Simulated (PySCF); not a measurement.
Computed data sheet: `C=NC1=CC1`

Species: C₄H₅N.
Numbering: `[CH2:1]=[N:2][C:3]1=[CH:4][CH2:5]1` (hydrogens: H6, H7 on C1; H8 on C4; H9, H10 on C5)

Some functional groups and rings: imine, C=C double bond and cyclopropene ring.

GFN2-xTB geometry:

* Point group of the GFN2-xTB geometry: C1
* Rotational constants A, B, C of the GFN2-xTB geometry: 19.241, 3.448, 3.157 GHz

From wB97X-D/def2-SVPD ground state and vertical TDDFT (core frozen in the response) (PySCF):

- Dipole moment: 1.61 D
- HOMO energy: -8.19 eV
- LUMO energy: 0.70 eV
- HOMO–LUMO gap: 8.89 eV
- Lowest singlet excitation: 4.08 eV (304 nm, f = 0.026)
- Strongest line among the 8 lowest singlet transitions: S4 at 6.45 eV (192 nm, f = 0.164)
- Lowest triplet excitation (Tamm–Dancoff): 3.35 eV
- Static isotropic polarisability: 57.6 au
- Electronic spatial extent ⟨r²⟩ about the centre of nuclear charge: 420 bohr²

Monoisotopic mass (most abundant isotopes): 67.0422 u.

In wavenumbers S1 is 32900 cm⁻¹ (1 eV = 8065.54 cm⁻¹). The polarisability is 8.53 Å³ as a volume (1 au = 0.148185 Å³), or 1.60 au for each of the 36 electrons. The largest Löwdin shares of the HOMO are 0.31 on C4, 0.20 on N2, 0.19 on C3 and 0.12 on C5. The vertical singlet–triplet gap S1 − T1 is 0.73 eV (TDDFT singlet less Tamm–Dancoff triplet; S1: HOMO→LUMO, weight 0.88; T1: HOMO→LUMO, weight 0.87). No computed singlet falls in the visible range (750 to 380 nm, 1.65 to 3.26 eV); S1 lies 0.82 eV above its blue end. A dipole of 1.61 D is allowed in C1, and pure rotational transitions are dipole-allowed. The rotational constants make it an asymmetric top with κ = (2B − A − C)/(A − C) = -0.96, nearer the prolate limit (−1).

Geometry: GFN2-xTB, one conformer, isolated molecule.

The values belong to the conformer `[CH2:1]=[N:2][C:3]1=[CH:4][CH2:5]1`: C1–N2–C3–C4 82°.
